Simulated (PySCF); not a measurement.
Continuum solvent and chemical shifts

Bonds (- single, = double, # triple, : aromatic): C1-C2 1.503 Å, C2-S3 1.821 Å, S3-C4 1.821 Å, C4-C5 1.503 Å, C4-C2 1.481 Å. C1 carries H6, H7, H8; C2 carries H9; C4 carries H10; C5 carries H11, H12, H13. Stereochemistry as in C[C@@H]1S[C@H]1C.

GIAO PBE0/pcSseg-1 in PySCF on one PBE0-D3(BJ)/def2-SVP conformer, non-relativistic, equivalent nuclei averaged. Solvents enter as an IEF-PCM continuum (chloroform with ε = 4.7, acetone with ε = 20.5) around the gas-phase geometry. Shifts are referred to TMS, CS2 computed in the same medium.

Gas phase, δ in ppm: C2/C4 41.5, C1/C5 23.9, S3 -148.0, H9/H10 2.19, H6/H7/H8/H11/H12/H13 1.39. Dipole moment 2.27 D.

Q: How does each δ change in the continuum?

A: 
| atoms | environment | Δδ, chloroform | Δδ, acetone |
| --- | --- | --- | --- |
| C2/C4 | thiirane ring carbon | +1.8 | +2.6 |
| C1/C5 | methyl carbon | +0.3 | +0.5 |
| S3 | sulfide sulfur | -20.5 | -28.4 |
| H9/H10 | hydrogen on a thiirane ring carbon | +0.22 | +0.31 |
| H6/H7/H8/H11/H12/H13 | hydrogen on a methyl carbon | +0.04 | +0.06 |

Changes are relative to the gas phase. The dipole moment becomes 2.94 D in chloroform, 3.20 D in acetone.

Q: Which nuclei move most (in ppm), and what does the model miss?

A: S3 (sulfide sulfur, -28.4 ppm) in acetone. A continuum only polarises the solute; specific hydrogen bonds, the anisotropy of aromatic solvents and changes of geometry or conformer are outside it.
